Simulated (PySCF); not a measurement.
# Potential energy of ClF along the bond

Set-up: basis Cl 3-21G, F 3-21G; no relativity; PySCF 2.14. Energies in eV from Cl + F in their ground configurations at the same level. State: ¹Σ⁺ (singlet), closed shell.

Curves on a restricted Hartree–Fock reference rise too fast on stretching and do not dissociate correctly.

```tsv
R (Å)	r²SCAN	revPBE	RHF-CCSD
1.496	-0.819	-0.901	
1.565	-1.528	-1.646	-0.701
1.635	-1.931	-2.086	-1.110
1.687	-2.085	-2.268	-1.275
1.739	-2.146	-2.355	-1.351
1.791	-2.134	-2.369	-1.363
1.861	-2.035	-2.304	-1.305
1.948	-1.821	-2.130	-1.161
2.052	-1.488	-1.841	-0.935
2.191	-0.990	-1.397
```

Question: Put a parabola through the three lowest points of the r²SCAN curve and estimate Re, k and ωe (reduced mass 12.31 u; 1 eV/Å² = 0.16022 mdyn/Å; ωe = 1302.8·√(k/μ) cm⁻¹).

Answer: Through R = 1.687, 1.739, 1.791 Å the second-order coefficient is 13.5 eV/Å², so Re ≈ 1.756 Å, k ≈ 4.33 mdyn/Å and ωe ≈ 772 cm⁻¹. A polynomial fit of higher order to the unrounded r²SCAN energies gives Re = 1.755 Å, k = 3.90 mdyn/Å, ωe = 733 cm⁻¹; anharmonicity and rounding make the difference.

The higher-order fit for each curve: r²SCAN: Re = 1.755 Å, ωe = 733 cm⁻¹, De = 2.15 eV; revPBE: Re = 1.776 Å, ωe = 697 cm⁻¹, De = 2.37 eV; RHF-CCSD: Re = 1.775 Å, ωe = 654 cm⁻¹, De = 1.36 eV.

Correlated steps freeze 6 core orbitals. Where the molecule has an RHF reference, its open-shell atoms are computed with UHF. 3-21G is very small, so such numbers show the basis as much as the molecule.
